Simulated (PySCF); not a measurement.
Compound: CFCl3.
InChI=1S/CCl3F/c2-1(3,4)5

The closed-shell ground state was solved at several levels (PySCF, density fitting, gas phase, non-relativistic). Isolated species at its GFN2-xTB geometry, gas phase.

| level | basis functions | HOMO (eV) | LUMO (eV) | gap (eV) | dipole (D) |
| --- | --- | --- | --- | --- | --- |
| PBE/6-311G** | 114 | -7.82 | -2.48 | 5.34 | 0.31 |
| KT3/6-311G** | 114 | -7.96 | -2.66 | 5.30 | 0.30 |
| BP86/6-311G** | 114 | -7.93 | -2.59 | 5.34 | 0.34 |
| BLYP/6-311G** | 114 | -7.66 | -2.38 | 5.28 | 0.33 |
| X3LYP/3-21G | 57 | -9.06 | -1.57 | 7.49 | 0.18 |
| PW91/3-21G | 57 | -7.83 | -2.48 | 5.35 | 0.03 |
| OPBE/6-311G** | 114 | -7.86 | -2.41 | 5.45 | 0.25 |
| KT2/6-311G** | 114 | -7.94 | -2.69 | 5.25 | 0.35 |
| HF/6-311G** | 114 | -12.74 | 2.58 | 15.32 | 0.62 |
| B97-D/6-311G** | 114 | -7.83 | -2.45 | 5.38 | 0.34 |

Question: Estimate the row for LDA/6-311G**, a basis of 114 functions; the other rows only guide the guess.

Answer: HOMO -7.97 eV, LUMO -2.67 eV, gap 5.30 eV, dipole 0.39 D.

Question: Over all these levels, which gives the widest orbital gap and which the narrowest?

Answer: HF/6-311G** (Hartree–Fock, all exact exchange) has the widest, 15.32 eV, and KT2/6-311G** (GGA) the narrowest, 5.25 eV. The two share the basis. From the narrowest to the widest the HOMO moves by -4.80 eV and the LUMO by +5.27 eV.

Question: How far do the dipole and the HOMO energy spread over the levels?

Answer: The dipole runs from 0.03 to 0.62 D (mean 0.31 D) and the HOMO from -12.74 to -7.66 eV.
